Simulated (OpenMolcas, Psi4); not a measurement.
A ladder of methods for CH6BN (SMILES CBN)

The species is CH6BN (9 atoms), meant as a singlet with charge 0. As SMILES, `CBN`. Geometry: relaxed at PBE0-D4/def2-TZVP.

Each level gives the vertical energy of the triplet above the singlet (eV). The values are calculated.

```json
{"level": "SVWN5/cc-pVDZ", "kind": "LDA", "program": "OpenMolcas", "value (eV)": "6.50", "CPU time (all runs)": "2.1 min"}
{"level": "B3LYP/cc-pVDZ", "kind": "global hybrid", "program": "Psi4", "value (eV)": "6.72", "CPU time (all runs)": "2.2 min"}
{"level": "BHLYP/cc-pVDZ", "kind": "global hybrid", "program": "OpenMolcas", "value (eV)": "6.63", "CPU time (all runs)": "92 s"}
{"level": "M06-2X/cc-pVDZ", "kind": "hybrid meta-GGA", "program": "OpenMolcas", "value (eV)": "6.88", "CPU time (all runs)": "2.3 min"}
{"level": "PBE0/cc-pVDZ", "kind": "global hybrid", "program": "Psi4", "value (eV)": "6.57", "CPU time (all runs)": "2.4 min"}
{"level": "TPSSh/cc-pVDZ", "kind": "hybrid meta-GGA", "program": "Psi4", "value (eV)": "6.53", "CPU time (all runs)": "5.1 min"}
{"level": "CCSD(T)/cc-pVDZ", "kind": "coupled cluster or CI", "program": "Psi4", "value (eV)": "7.76", "CPU time (all runs)": "3.3 min"}
{"level": "CCSD(T)/cc-pVDZ, open shells restricted", "kind": "coupled cluster or CI", "program": "OpenMolcas", "value (eV)": "6.79", "CPU time (all runs)": "47 s"}
```

The values span 6.50 to 7.76 eV. The coupled-cluster rows rest on a doubtful reference here (large T1 or Brueckner and Hartree–Fock orbitals at odds), and rows may lie in different states. A triplet this far above the singlet is often a Rydberg-like or dissociative state; sets without diffuse functions put Rydberg states too high. The upper state's dipole differs much between rows, so they may not all be the same state. CPU times are rough (shared hosts, several kinds of processor and program).
